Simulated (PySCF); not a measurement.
Record of a relaxation.

C4H6O2.
SMILES with atom numbers: `[CH3:1][CH2:2][O:3][CH:4]=[C:5]=[O:6]` (hydrogens: H7, H8, H9 on C1; H10, H11 on C2; H12 on C4)

Computed by this run: PBE0-D3(BJ)/def2-SVP geometry optimisation, gas phase (PySCF); density fitting, grid level 1; the optimiser is geomeTRIC in internal coordinates, started from a GFN2-xTB structure. 10 of its 11 geometries are shown. The frame can shift and turn from step to step; on so coarse a grid that alone can change the energy by a few meV, and forces under 0.02 eV/Å are noise.

Step 0: E = -8322.5064 eV, largest atomic force 2.102 eV/Å
```
atom  x, y, z in Å  |  force x, y, z in eV/Å
C1     -1.882   -0.190   -0.255    0.844  -0.008   0.242
C2     -0.431   -0.230    0.191   -0.390   0.286  -0.477
O3      0.321    0.598   -0.672    0.408  -0.192   0.358
C4      1.667    0.653   -0.375   -1.633   0.576  -1.192
C5      2.284    0.036    0.588    0.935  -0.771   1.250
O6      2.896   -0.492    1.436   -0.116   0.051  -0.092
H7     -2.485   -0.821    0.392   -0.304  -0.258   0.249
H8     -1.964   -0.544   -1.279   -0.075  -0.162  -0.421
H9     -2.255    0.829   -0.210   -0.197   0.411   0.025
H10    -0.040   -1.258    0.152    0.092  -0.228   0.017
H11    -0.332    0.128    1.228    0.032   0.055   0.238
H12     2.221    1.291   -1.045    0.404   0.238  -0.197
```

Step 1: E = -8322.5015 eV, largest atomic force 0.727 eV/Å
```
atom  x, y, z in Å  |  force x, y, z in eV/Å
C1     -1.791   -0.418   -0.433   -0.141   0.061   0.016
C2     -0.388   -0.347    0.106    0.065  -0.087   0.061
O3      0.375    0.492   -0.725   -0.138   0.224  -0.056
C4      1.559    0.911   -0.199   -0.009  -0.408  -0.436
C5      2.170    0.342    0.829    0.310   0.284   0.593
O6      2.695    0.023    1.825   -0.008  -0.158  -0.128
H7     -2.413   -1.075    0.194    0.034   0.001  -0.033
H8     -1.801   -0.804   -1.463    0.030  -0.008   0.018
H9     -2.243    0.586   -0.437    0.000  -0.056  -0.021
H10     0.077   -1.356    0.144   -0.007   0.070   0.007
H11    -0.386    0.048    1.144   -0.041   0.004  -0.069
H12     2.155    1.575   -0.829   -0.095   0.075   0.046
```

Step 2: E = -8322.5126 eV, largest atomic force 0.458 eV/Å
```
atom  x, y, z in Å  |  force x, y, z in eV/Å
C1     -1.808   -0.413   -0.446   -0.057   0.046   0.006
C2     -0.408   -0.358    0.107    0.041  -0.101   0.078
O3      0.371    0.480   -0.711    0.071   0.088   0.212
C4      1.562    0.881   -0.181    0.193  -0.230  -0.346
C5      2.229    0.365    0.848   -0.286   0.179   0.153
O6      2.799    0.076    1.828    0.049  -0.095  -0.102
H7     -2.441   -1.070    0.170    0.023  -0.014  -0.018
H8     -1.809   -0.792   -1.478    0.018  -0.012   0.007
H9     -2.254    0.593   -0.448   -0.003  -0.023  -0.015
H10     0.047   -1.371    0.140   -0.006   0.041   0.014
H11    -0.412    0.028    1.146   -0.029   0.018  -0.035
H12     2.132    1.558   -0.820   -0.014   0.103   0.046
```

Step 3: E = -8322.5338 eV, largest atomic force 0.328 eV/Å
```
atom  x, y, z in Å  |  force x, y, z in eV/Å
C1     -1.802   -0.425   -0.445    0.020  -0.003  -0.018
C2     -0.410   -0.329    0.126    0.016  -0.011  -0.020
O3      0.365    0.502   -0.705   -0.053   0.086   0.056
C4      1.573    0.880   -0.204    0.181  -0.246  -0.005
C5      2.220    0.337    0.824   -0.180   0.275  -0.004
O6      2.786   -0.003    1.789    0.047  -0.113  -0.050
H7     -2.428   -1.083    0.176    0.004  -0.014   0.001
H8     -1.774   -0.833   -1.466    0.002  -0.007  -0.004
H9     -2.272    0.568   -0.483    0.004   0.004  -0.001
H10     0.061   -1.332    0.190    0.007  -0.009   0.019
H11    -0.435    0.083    1.154   -0.005   0.034   0.002
H12     2.123    1.611   -0.801   -0.044   0.004   0.024
```

Step 4: E = -8322.5466 eV, largest atomic force 0.227 eV/Å
```
atom  x, y, z in Å  |  force x, y, z in eV/Å
C1     -1.792   -0.442   -0.450    0.041  -0.042  -0.007
C2     -0.419   -0.286    0.153   -0.015   0.024  -0.072
O3      0.350    0.539   -0.689   -0.135   0.068  -0.037
C4      1.577    0.883   -0.214    0.131  -0.157   0.097
C5      2.215    0.307    0.799   -0.008   0.147  -0.013
O6      2.794   -0.115    1.723    0.009  -0.050  -0.015
H7     -2.411   -1.100    0.176   -0.015   0.000   0.007
H8     -1.721   -0.885   -1.455   -0.005   0.003  -0.002
H9     -2.291    0.533   -0.537   -0.001   0.016   0.006
H10     0.075   -1.273    0.260    0.017  -0.025   0.023
H11    -0.476    0.163    1.164   -0.006   0.014   0.018
H12     2.108    1.656   -0.773   -0.013   0.000  -0.004
```

Step 6: E = -8322.5504 eV, largest atomic force 0.037 eV/Å
```
atom  x, y, z in Å  |  force x, y, z in eV/Å
C1     -1.788   -0.451   -0.457    0.001  -0.008  -0.001
C2     -0.430   -0.257    0.167    0.011  -0.011  -0.021
O3      0.335    0.575   -0.670   -0.021   0.028   0.010
C4      1.583    0.876   -0.214    0.003  -0.008  -0.016
C5      2.220    0.289    0.789    0.005  -0.007   0.019
O6      2.810   -0.175    1.686    0.007   0.002   0.008
H7     -2.405   -1.113    0.168   -0.004   0.008   0.002
H8     -1.692   -0.904   -1.455   -0.001   0.002   0.001
H9     -2.305    0.513   -0.564   -0.001   0.000  -0.001
H10     0.082   -1.234    0.296    0.005   0.005   0.002
H11    -0.513    0.202    1.172   -0.005  -0.003   0.002
H12     2.114    1.657   -0.762    0.000  -0.009  -0.006
```

Step 7: E = -8322.5517 eV, largest atomic force 0.054 eV/Å
```
atom  x, y, z in Å  |  force x, y, z in eV/Å
C1     -1.790   -0.446   -0.459   -0.016   0.016   0.003
C2     -0.430   -0.259    0.162    0.011  -0.025   0.007
O3      0.330    0.589   -0.663    0.040   0.003   0.036
C4      1.588    0.865   -0.215   -0.021   0.023  -0.040
C5      2.216    0.293    0.802   -0.039  -0.003   0.020
O6      2.801   -0.160    1.708    0.011  -0.006  -0.009
H7     -2.405   -1.115    0.160    0.004   0.000  -0.001
H8     -1.699   -0.885   -1.463    0.003  -0.004   0.001
H9     -2.308    0.520   -0.550    0.004  -0.003  -0.004
H10     0.087   -1.235    0.276   -0.004   0.009  -0.009
H11    -0.512    0.184    1.176   -0.003   0.001  -0.002
H12     2.132    1.625   -0.779    0.010  -0.010  -0.004
```

Step 8: E = -8322.5523 eV, largest atomic force 0.057 eV/Å
```
atom  x, y, z in Å  |  force x, y, z in eV/Å
C1     -1.791   -0.440   -0.460   -0.021   0.019   0.005
C2     -0.429   -0.260    0.159    0.005  -0.023   0.013
O3      0.328    0.600   -0.657    0.046  -0.009   0.032
C4      1.592    0.858   -0.216   -0.018   0.025  -0.031
C5      2.209    0.295    0.814   -0.040   0.006   0.016
O6      2.789   -0.152    1.726    0.009  -0.010  -0.014
H7     -2.405   -1.114    0.154    0.003  -0.003  -0.003
H8     -1.704   -0.867   -1.469    0.003  -0.005   0.002
H9     -2.309    0.527   -0.538    0.005  -0.003  -0.004
H10     0.090   -1.236    0.257   -0.004   0.008  -0.010
H11    -0.509    0.168    1.179    0.000   0.002  -0.003
H12     2.148    1.598   -0.793    0.013  -0.007  -0.003
```

Step 9: E = -8322.5529 eV, largest atomic force 0.026 eV/Å
```
atom  x, y, z in Å  |  force x, y, z in eV/Å
C1     -1.793   -0.429   -0.460   -0.008   0.013   0.004
C2     -0.427   -0.262    0.154   -0.001  -0.009   0.011
O3      0.327    0.610   -0.650    0.022  -0.009   0.008
C4      1.597    0.849   -0.217   -0.006   0.007  -0.007
C5      2.200    0.298    0.828   -0.020   0.013   0.004
O6      2.773   -0.145    1.747    0.002  -0.010  -0.010
H7     -2.406   -1.110    0.148    0.002  -0.003  -0.002
H8     -1.711   -0.844   -1.476    0.001  -0.003   0.001
H9     -2.308    0.540   -0.524    0.003   0.000  -0.002
H10     0.091   -1.241    0.234   -0.003   0.002  -0.006
H11    -0.503    0.148    1.182    0.002   0.001  -0.001
H12     2.170    1.563   -0.810    0.007  -0.002   0.000
```

Step 10: E = -8322.5530 eV, largest atomic force under 0.02 eV/Å
```
atom  x, y, z in Å  |  force x, y, z in eV/Å
C1     -1.794   -0.424   -0.460   -0.002   0.003   0.002
C2     -0.426   -0.264    0.152   -0.003   0.001   0.002
O3      0.329    0.611   -0.649    0.002  -0.004  -0.005
C4      1.599    0.846   -0.217    0.003  -0.004   0.005
C5      2.195    0.298    0.833   -0.001   0.010   0.000
O6      2.764   -0.147    1.753    0.000  -0.007  -0.003
H7     -2.407   -1.105    0.147   -0.001   0.000  -0.001
H8     -1.716   -0.835   -1.477   -0.001   0.000   0.000
H9     -2.306    0.548   -0.518    0.001   0.001   0.000
H10     0.090   -1.244    0.224   -0.001  -0.001  -0.002
H11    -0.498    0.141    1.182    0.002  -0.001   0.001
H12     2.178    1.552   -0.815    0.000   0.000   0.001
```

**Question.** Summarise the path.

**Answer.** The energy falls by 1.08 kcal/mol from step 0 to step 10; nine tenths of that is first reached at step 5. It rises by more than 0.2 meV at step 1. The largest force goes from 2.102 to under 0.02 eV/Å. Among the bonds C4=C5 changes most, from 1.300 to 1.326 Å; the atoms move by 0.027 Å rms after alignment.

The cost below is that of the whole optimisation. The run took 62 s wall on an Arm Neoverse N1 with one thread, shared host with 64 logical CPUs at a one-minute load of 56, and the process peaked at 0.50 GiB of memory.
